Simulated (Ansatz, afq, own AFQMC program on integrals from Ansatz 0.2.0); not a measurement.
# CHO, doublet: AFQMC among the cluster methods

```xyz
3

O     0.0000    0.0746    0.5425
C     0.0000   -0.1522   -0.6041
H     0.0000    0.6297   -1.4126
```

Connectivity, by distances: O–CH.

Basis cc-pVTZ. Noble-gas cores (and the filled d shells of Ga–Kr and In–Xe) are frozen. Integrals, coupled cluster, full CI and functionals: Ansatz 0.2.0; the random walks run on the same integrals in our own AFQMC program. The CISD trial takes its coefficients from CCSD amplitudes. Released means that phaseless walkers are propagated on without the constraint, phases kept. ± is one standard error of the sampling.

Determinant: UHF, the one that the program's search chose, which needn't be the lowest solution. The geometry is a PBE0/def2-TZVP stationary point of this or a neighbouring charge and spin state.

No full CI on the walks' own integrals is used here; CCSDT(Q) serves as the reference and is uncertain by about the last step of the cluster series.

Cautions: the released energies are still falling, so no released level is given (meV from the phaseless value at times in 1/Eh: -5 ± 4 at 0.24, -16 ± 4 at 0.51, -10 ± 5 at 0.99, -12 ± 5 at 1.62, -32 ± 8 at 2.40), though the last usable value meets CCSDT(Q) within the noise; the ph-AFQMC/HF walk drifts between its halves (2.3 errors).

```
T1 diagnostic                               : 0.0218
weight of the determinant in the CISD state : 0.889
⟨S²⟩ of the determinant                     : 0.765
size of the correlated space                : 11 electrons in 72 orbitals
```

```
  level  correlation energy (eV)
    MP2                  -9.9799
   CCSD                 -10.1727
CCSD(T)                 -10.6295
```

Task: Estimate where phaseless AFQMC with a CISD trial lies against CCSD(T) on the same integrals.

Result: 0.70 ± 0.20 mEh below CCSD(T).

Reference: CCSDT(Q), correlation energy -10.669 eV.

| level | E − E(reference) (mEh) | share of correlation (%) |
| --- | --- | --- |
| CCSD(T) | 1.46 | 99.63 |
| CCSDT | 1.10 | 99.72 |
| ph-AFQMC/HF | 2.19 ± 0.99 | 99.44 |
| ph-AFQMC/CISD | 0.76 ± 0.20 | 99.81 |

A walk keeps the symmetry of its determinant, which the program's search chose and which needn't be the lowest solution, so a lower state of the same spin and another symmetry isn't excluded.
